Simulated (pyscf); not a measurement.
This saddle point was located with ωB97X-D3(BJ)/def2-SVP in PySCF.

```xyz
8

O      0.3050    -0.4204    -1.2336
Si    -0.1849     0.9144    -0.4311
F      0.2218     2.0987    -1.4658
H      0.2779    -1.2212    -0.6927
H      0.7530     0.9097     1.1161
H      0.9917     1.6064     0.5723
Cl    -0.0901    -0.4683     1.6645
H     -1.5449     1.2636    -0.0200
```

Surface: singlet, charge 0. Lowest wavenumbers (cm⁻¹): 818i, 215, 238, 319, 351.

Q: What reaction is this the transition state of?

A: HO–SiH₂–F + hydrogen chloride (HCl) ⇌ HO–SiH(F)–Cl + hydrogen (H₂), a four-centre exchange read from left to right: H–Si, Cl–H broken and Cl–Si, H–H formed. At ωB97M-D3(BJ)/def2-TZVP it lies +116.5 kJ/mol from the left side and +208.5 kJ/mol from the right (each side as separated species at their lowest minima found). On the reactant side the descent ends in a complex (not fully relaxed), 17.3 kJ/mol under the separated species and 130.2 kJ/mol under the saddle at ωB97X-D3(BJ)/def2-TZVP. One saddle was located; it need not be the lowest between these sides.
